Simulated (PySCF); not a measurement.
**How methods differ on the ionisation energy of P**

P [Ne] 3s2 3p3 (4S) → P⁺ [Ne] 3s2 3p2 (3P), as a difference of total energies. Calculation: PySCF 2.14, in ANO-RCC-VTZP; scalar relativity by spin-free X2C-1e. Correlated levels: valence: [Ne] frozen. The calculations carry no spin-orbit coupling.

```
           method  ionisation energy (eV)
              UHF                   9.898
    MP2 (valence)                  10.475
SCS-MP2 (valence)                  10.298
   CCSD (valence)                  10.411
CCSD(T) (valence)                  10.456
  CCSDT (valence)                  10.460
```

How much does correlation contribute at CCSD(T) (valence)?

10.456 − (9.898) = 0.558 eV, measured against UHF.

A first-order spin-orbit estimate (lowest level to lowest level, LS coupling) adds -0.034 eV.

Errors of the correlated levels include the incompleteness of this basis and the frozen core.

For comparison: 10.487 eV (measured; NIST Atomic Spectra Database, ionization energies).
